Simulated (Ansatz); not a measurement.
# Styrene (C₈H₈): vertical ionisation energy

An exercise on one series of results from a longer session: the logs are not shown, and one member is left open.

The runs use Ansatz 0.2.0, Gaussian basis; unrestricted cation, the program's frozen cores in correlated methods.

The runs, in order: UKS PBE-D4/def2-TZVPP; UKS r2SCAN-D4/def2-TZVPP; UKS PBE0-D4/def2-TZVPP; UKS B3LYP-D4/def2-TZVPP; UKS wB97X-V/def2-TZVPP; UKS wB97M-V/def2-TZVPP; UKS B2PLYP/def2-TZVPP; UHF-CCSD(T)/def2-TZVPP; UHF-MP2/def2-QZVPP; extrapolation to the limit; then −ε(HOMO) from the neutral's earlier runs with LDA (SPW92), PBE-D4, revPBE-D4, BLYP-D4, r2SCAN-D4, B97M-V, PBE0-D4, B3LYP-D4, r2SCANh-D4, r2SCAN0-D4, HSE06-D4, BHLYP-D4, CAM-B3LYP-D4, LC-ωPBE, ωB97X-V, ωB97M-V.

**Structure used throughout**

All runs share one geometry, relaxed beforehand with PBE0-D4 in a triple-zeta def2 set.

SMILES `C=Cc1ccccc1`, 16 atoms, charge 0, spin multiplicity 1.

Atoms are counted from 1 here; the program's logs count them from 0.

Bond lengths: C1–C2 1.330 Å, C1–H9 1.084 Å, C1–H10 1.083 Å, C2–C3 1.463 Å, C2–H11 1.088 Å, C3–C4 1.397 Å, C3–C8 1.395 Å, C4–C5 1.382 Å, C4–H12 1.084 Å, C5–C6 1.390 Å, C5–H13 1.084 Å, C6–C7 1.385 Å, C6–H14 1.084 Å, C7–C8 1.386 Å, C7–H15 1.084 Å, C8–H16 1.085 Å. Angles: C2–C1–H9 122.6°, C2–C1–H10 120.8°, H9–C1–H10 116.6°, C1–C2–C3 127.3°, C1–C2–H11 118.2°, C3–C2–H11 114.6°, C2–C3–C4 123.1°, C2–C3–C8 118.9°, C4–C3–C8 118.1°, C3–C4–C5 120.8°, C3–C4–H12 119.9°, C5–C4–H12 119.3°, C4–C5–C6 120.4°, C4–C5–H13 119.7°, C6–C5–H13 119.9°, C5–C6–C7 119.5°, C5–C6–H14 120.2°, C7–C6–H14 120.3° and more.

The first run:

Input file in.yaml:

```yaml
crystal:
  periodic: [false, false, false]
  atoms:
    - {symbol: C, position_ang: [2.803348, -0.540225, 0.127613]}
    - {symbol: C, position_ang: [1.588253, -0.943936, 0.488332]}
    - {symbol: C, position_ang: [0.311453, -0.302522, 0.173519]}
    - {symbol: C, position_ang: [0.212243, 0.867703, -0.583116]}
    - {symbol: C, position_ang: [-1.019159, 1.434432, -0.852697]}
    - {symbol: C, position_ang: [-2.183883, 0.846899, -0.373567]}
    - {symbol: C, position_ang: [-2.102738, -0.313952, 0.378274]}
    - {symbol: C, position_ang: [-0.866776, -0.880013, 0.647058]}
    - {symbol: H, position_ang: [2.971009, 0.351411, -0.465923]}
    - {symbol: H, position_ang: [3.683035, -1.099489, 0.420655]}
    - {symbol: H, position_ang: [1.504201, -1.849663, 1.084887]}
    - {symbol: H, position_ang: [1.109082, 1.340675, -0.965669]}
    - {symbol: H, position_ang: [-1.074442, 2.342883, -1.441845]}
    - {symbol: H, position_ang: [-3.147790, 1.294130, -0.587016]}
    - {symbol: H, position_ang: [-3.004232, -0.781552, 0.757489]}
    - {symbol: H, position_ang: [-0.806604, -1.789382, 1.236305]}
basis:
  gaussian: {orbitals: def2-TZVPP}
total_charge: 1
magnetization: {spin_polarized: true, initial_magnetization: 1}
hamiltonian: {xc: pbe, dispersion: d4}
```

Run with:

```bash
$ ansatz run in.yaml --threads 2 --pin off --events-out ev --progress --plain --max-ram 31744MiB --backend cuda --devices 0, --max-vram 18GiB
```

Among the steps run: Cation, UKS PBE-D4/def2-TZVPP; Cation, UKS r2SCAN-D4/def2-TZVPP; Cation, UKS PBE0-D4/def2-TZVPP; Cation, UKS B3LYP-D4/def2-TZVPP; Cation, UKS wB97X-V/def2-TZVPP; Cation, UKS wB97M-V/def2-TZVPP; Cation, UKS B2PLYP (frozen core)/def2-TZVPP; Cation, UHF-CCSD(T)/def2-TZVPP; Cation, UHF-MP2/def2-QZVPP.

One table of the session follows, with a row left open; its other results are not shown here.

It belongs to the step «Ionisation energies side by side». For comparison, −ε(HOMO) of the neutral from earlier runs:

| functional | −ε(HOMO) (eV) |
| --- | --- |
| LDA (SPW92) | 5.90 |
| PBE-D4 | 5.68 |
| revPBE-D4 | 5.61 |
| BLYP-D4 | 5.49 |
| r2SCAN-D4 | ? |
| B97M-V | 5.78 |
| PBE0-D4 | 6.59 |
| B3LYP-D4 | 6.38 |
| r2SCANh-D4 | 6.17 |
| r2SCAN0-D4 | 6.70 |
| HSE06-D4 | 6.21 |
| BHLYP-D4 | 7.31 |
| CAM-B3LYP-D4 | 7.75 |
| LC-ωPBE | 9.02 |
| ωB97X-V | 8.67 |
| ωB97M-V | 8.60 |

Estimate the missing values for r2SCAN-D4.

Worked estimate for «−ε(HOMO) (eV)». Against the share of exact exchange, r2SCANh-D4 (0.1, 6.17), r2SCAN0-D4 (0.25, 6.70) give a slope of 3.53 per unit share; at 0 the line stands at 5.82.

The run gave: −ε(HOMO) (eV): 5.82. In «−ε(HOMO) (eV)» the line misses by 0.00.
